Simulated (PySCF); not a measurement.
Reaction (SMILES): C#N (CH-N) + H+ → C#[NH+]
B3LYP-D3(BJ)/def2-TZVP geometries, fixed; electronic energies without zero-point terms; positive where energy is released.
Largest species:
```xyz
4

C      0.0000     0.0000    -0.5980
N      0.0000     0.0000     0.5315
H      0.0000     0.0000    -1.6793
H      0.0000     0.0000     1.5473
```
Charge +1, spin multiplicity 1.

Effect of the atomic grid (radial, angular points) at r2SCAN/def2-TZVP with PySCF, against the last row, where the proton affinity is 176.03 kcal/mol. The proton sits at the site shown, which need not be the one that binds it best. Cost is core time over that of atom_grid: 75, 302, unpruned, rough, on shared machines of one kind; a dash marks a row that isn't timed (too short, read off another run, short of memory, by another algorithm or on other hardware).

```json
[
 {"setting": "atom_grid: 30, 110, unpruned", "grid points, largest species": "13200", "largest shift of a total energy (mEh)": "-0.755", "shift of the proton affinity (kcal/mol)": "0.042", "cost": "-"},
 {"setting": "atom_grid: 50, 194, unpruned", "grid points, largest species": "38800", "largest shift of a total energy (mEh)": "-0.047", "shift of the proton affinity (kcal/mol)": "-0.023", "cost": "0.5×"},
 {"setting": "atom_grid: 75, 302, unpruned", "grid points, largest species": "90600", "largest shift of a total energy (mEh)": "0.002", "shift of the proton affinity (kcal/mol)": "-0.001", "cost": "1×"},
 {"setting": "atom_grid: 99, 590, unpruned", "grid points, largest species": "233640", "largest shift of a total energy (mEh)": "-0.004", "shift of the proton affinity (kcal/mol)": "-0.001", "cost": "2×"},
 {"setting": "atom_grid: 150, 974, unpruned", "grid points, largest species": "584400", "largest shift of a total energy (mEh)": "0.000", "shift of the proton affinity (kcal/mol)": "0.000", "cost": "5×"}
]
```

Within 0.02 kcal/mol in the proton affinity: atom_grid: 75, 302, unpruned; atom_grid: 99, 590, unpruned. The largest shift is 0.755 mEh in a total energy and 0.042 kcal/mol in the difference.
